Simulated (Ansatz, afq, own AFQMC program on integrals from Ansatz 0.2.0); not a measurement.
## LiSi, doublet in cc-pVDZ, levels against full CI

| atom | x (Å) | y (Å) | z (Å) |
| --- | --- | --- | --- |
| Si | 0.0000 | 0.0000 | 0.0000 |
| Li | 0.0000 | 0.0000 | 2.4415 |

Basis cc-pVDZ. Only valence electrons are correlated. Integrals, coupled cluster, full CI and functionals: Ansatz 0.2.0; the random walks run on the same integrals in our own AFQMC program. The CISD trial takes its coefficients from CCSD amplitudes. Released means that phaseless walkers are propagated on without the constraint, phases kept. Error bars are statistical, one sigma.

Determinant: ROHF, the one that the program's search chose, which needn't be the lowest solution. The geometry is a PBE0/def2-TZVP stationary point of this or a neighbouring charge and spin state.

Full CI is exact in this basis; its frozen core comes from its own orbitals, which moves totals by up to a few meV.

Cautions: a spin-contaminated unrestricted determinant lies lower (UHF 690 meV lower, ⟨S²⟩ 1.71); CCSDT(Q) on the UHF determinant differs (692 meV lower), perhaps since the unrestricted series falls towards higher spin; full CI with its own frozen core; a state of higher spin lies lower (by 659 meV).

The T1 diagnostic is 0.0284, the weight of the determinant in the CISD state is 0.885 and the size of the correlated space is 5 electrons in 26 orbitals.

```
  level  correlation energy (eV)
    MP2                  -1.9024
   CCSD                  -2.5520
CCSD(T)                  -2.6381
```

**Question.** Estimate where phaseless AFQMC with the Hartree–Fock trial lies against CCSD(T) on the same integrals.

**Answer.** 8.1 ± 3.0 kJ/mol above CCSD(T).

Reference: full CI, correlation energy -2.679 eV. The released energy is read at 2.40 1/Eh (meV from the phaseless value at times in 1/Eh: -5 ± 7 at 0.24, -1 ± 8 at 0.51, -15 ± 9 at 0.99, -20 ± 9 at 1.62, -16 ± 11 at 2.40).

```tsv
level	E − E(reference) (kJ/mol)	share of correlation (%)
CCSD(T)	4.0	98.46
CCSDT	0.9	99.67
CCSDT(Q)	0.2	99.92
ph-AFQMC/HF	12.1 ± 3.0	95.33
ph-AFQMC/CISD	1.4 ± 0.7	99.45
released AFQMC	-0.1 ± 1.0	100.04
```

CCSDT and higher add their correlation energy to the determinant of the CCSD(T) run, since their own runs factorise the integrals more tightly (a shift of under 2 meV). A walk keeps the symmetry of its determinant, which the program's search chose and which needn't be the lowest solution, so a lower state of the same spin and another symmetry isn't excluded. Released energies are given only where the last usable release times agree within the noise; a slower fall can still hide under it.
